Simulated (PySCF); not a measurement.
Cartesian coordinates (Å):
```xyz
7

C      0.8601     0.0080     0.0394
C     -0.6146    -0.0026    -0.0689
H      1.4209    -0.9166     0.0931
H      1.4007     0.9321     0.2015
H     -0.9963     0.9161    -0.5216
H     -0.9734    -0.8493    -0.6605
H     -1.0973    -0.0877     0.9172
```
Charge 0, spin multiplicity 2.

**Question.** Give the highest occupied spin orbital, dipole moment and total energy at the level PBE0-D4/def2-TZVP (PySCF 2.14.0).

**Answer.** 
The highest occupied spin orbital comes out as -5.93 eV. The dipole moment comes out as 0.063 e·Å and the total energy comes out as -2151.99 eV.
